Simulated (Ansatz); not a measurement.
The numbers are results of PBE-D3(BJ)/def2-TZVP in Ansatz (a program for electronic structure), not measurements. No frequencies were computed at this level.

Ansatz 0.2 input:
```yaml
crystal:
  periodic: [false, false, false]
  atoms:
    - { symbol: F, position_ang: [1.11837, 0.665499, 0.050025] }
    - { symbol: C, position_ang: [-0.003424, -0.073474, 0.00245] }
    - { symbol: F, position_ang: [-1.051866, 0.761702, -0.097617] }
    - { symbol: H, position_ang: [-0.092299, -0.643525, 0.937418] }
    - { symbol: H, position_ang: [0.02922, -0.710202, -0.892276] }
basis:
  gaussian: { orbitals: def2-tzvp }
hamiltonian:
  xc: pbe
  dispersion: d3bj
relax:
  max_steps: 150
```

Output:

```
Functional definition: PBE
580 factors; their error is unknown
mean field evaluation 1: about -6497.4266 eV, gradient 3.4e1 eV
mean field evaluation 2: about -6496.2227 eV, gradient 4.5e1 eV
mean field evaluation 4: about -6499.4580 eV, gradient 2.9e0 eV
mean field evaluation 8: about -6499.4551 eV, gradient 6.0e-2 eV
mean field -6499.45509504 eV, -238.8505692539 hartree, gradient 1.8e-5 eV, S^2 0.000000; 0 other end points of the search recorded, 0 dependent functions left out
reference -6499.45511797 eV, -238.8505700965 hartree; 13, 13 occupied and 92, 92 virtual orbitals, 580 factors
relax step   1: F+E_penalty+E_count = -6499.49405020 eV  Δ(F+E_penalty+E_count) = +0.000e0 eV  max|allowed force component| = 1.020e0 eV/Å  Δτ_max = 0.0000 Å  (26 SCF iters, accepted)
these checks for a lower state are left out or cut short: starts, cluster_reference, orbital_swaps, neighbouring_geometries, increment
580 factors; their error is unknown
mean field evaluation 16: about -6499.4908 eV, gradient 1.5e0 eV
mean field -6499.47964722 eV, -238.8514715299 hartree, gradient 5.4e-6 eV, S^2 0.000000; 0 other end points of the search recorded, 0 dependent functions left out
reference -6499.47967002 eV, -238.8514723677 hartree; 13, 13 occupied and 92, 92 virtual orbitals, 580 factors
relax step   2: F+E_penalty+E_count = -6499.51855584 eV  Δ(F+E_penalty+E_count) = -2.451e-2 eV  max|allowed force component| = 4.914e-1 eV/Å  Δτ_max = 0.0156 Å  (31 SCF iters, accepted)
these checks for a lower state are left out or cut short: starts, cluster_reference, orbital_swaps, neighbouring_geometries, increment
580 factors; their error is unknown
mean field -6499.48538038 eV, -238.8516822196 hartree, gradient 5.6e-6 eV, S^2 0.000000; 0 other end points of the search recorded, 0 dependent functions left out
reference -6499.48540303 eV, -238.8516830518 hartree; 13, 13 occupied and 92, 92 virtual orbitals, 580 factors
relax step   3: F+E_penalty+E_count = -6499.52425848 eV  Δ(F+E_penalty+E_count) = -5.703e-3 eV  max|allowed force component| = 1.182e-1 eV/Å  Δτ_max = 0.0096 Å  (31 SCF iters, accepted)
these checks for a lower state are left out or cut short: starts, cluster_reference, orbital_swaps, neighbouring_geometries, increment
580 factors; their error is unknown
mean field evaluation 32: about -6499.5008 eV, gradient 3.9e-1 eV
mean field -6499.48556808 eV, -238.8516891175 hartree, gradient 5.6e-6 eV, S^2 0.000000; 0 other end points of the search recorded, 0 dependent functions left out
reference -6499.48559069 eV, -238.8516899482 hartree; 13, 13 occupied and 92, 92 virtual orbitals, 580 factors
relax step   4: F+E_penalty+E_count = -6499.52444415 eV  Δ(F+E_penalty+E_count) = -1.857e-4 eV  max|allowed force component| = 2.201e-2 eV/Å  Δτ_max = 0.0017 Å  (32 SCF iters, accepted)
these checks for a lower state are left out or cut short: starts, cluster_reference, orbital_swaps, neighbouring_geometries, increment
580 factors; their error is unknown
mean field -6499.48558011 eV, -238.8516895593 hartree, gradient 5.6e-6 eV, S^2 0.000000; 0 other end points of the search recorded, 0 dependent functions left out
reference -6499.48560270 eV, -238.8516903896 hartree; 13, 13 occupied and 92, 92 virtual orbitals, 580 factors
relax step   5: F+E_penalty+E_count = -6499.52445672 eV  Δ(F+E_penalty+E_count) = -1.257e-5 eV  max|allowed force component| = 4.723e-3 eV/Å  Δτ_max = 0.0008 Å  (32 SCF iters, accepted)
580 factors; their error is unknown
mean field evaluation 64: about -6499.4856 eV, gradient 6.6e-4 eV
mean field -6499.48558011 eV, -238.8516895593 hartree, gradient 5.6e-6 eV, S^2 0.000000; 1 other end points of the search recorded, 0 dependent functions left out
reference -6499.48560270 eV, -238.8516903896 hartree; 13, 13 occupied and 92, 92 virtual orbitals, 580 factors
Total energy: -6499.52447931 eV, -238.8531190787 hartree
Atom 0 at     1.144094     0.669992     0.051570 Å, force    -0.001232     0.003325    -0.000203 eV/Å
Atom 1 at    -0.003608    -0.077430     0.002582 Å, force    -0.000220    -0.004723     0.000157 eV/Å
Atom 2 at    -1.077066     0.768452    -0.099537 Å, force     0.001536     0.003202    -0.000015 eV/Å
Atom 3 at    -0.092726    -0.647027     0.941417 Å, force    -0.000069    -0.000887     0.000443 eV/Å
Atom 4 at     0.029308    -0.713986    -0.896032 Å, force    -0.000015    -0.000917    -0.000382 eV/Å
Dipole moment:    -0.017368    -0.372733     0.012429 e Å
```

Cost: roughly 8 core-seconds.
